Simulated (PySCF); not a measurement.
Predicted microwave data (PBE0-D3(BJ)/def2-SVP geometry optimisation, gas phase (PySCF)) for one isomer of C3H9N:

```
Rotational constants : A = 8412, B = 8006, C = 4689 MHz
Dipole components    : |μa| = 0.00 D, |μb| = 0.30 D, |μc| = 1.24 D
Inertial defect      : -15.43 u·Å²
κ                    : 0.78
```

Question: Which structure is it? (One computed conformer of each.)
A. `[CH3:1][CH2:2][NH:3][CH3:4]` with C1–C2–N3–C4 180° (methylaminoethane)
B. `CN(C)C`
C. `[CH3:1][CH:2]([CH3:3])[NH2:4]` with C1–C2–N4–H 178° and 61°

Answer: C. It is CC(C)N, an asymmetric top, point group Cs. The candidates at the same level (rigid rotor, commonest isotopes):

```tsv
SMILES	A (MHz)	B (MHz)	C (MHz)	μa (D)	μb (D)	μc (D)	Δ (u·Å²)	point group	rotor
CCNC	26388	3936	3690	0.05	0.14	0.83	-10.58	–	near-prolate asymmetric top
CN(C)C	8772	8769	4948	0.00	0.00	0.44	-13.10	C3v	oblate symmetric top
CC(C)N	8412	8006	4689	0.00	0.30	1.24	-15.43	Cs	asymmetric top
```

`CN(C)C` has B 10 % too high; `CCNC` has A 214 % too high. In the right answer the mirror of this Cs structure is the bc plane, so μa vanishes by symmetry. No structure here is proved a minimum.
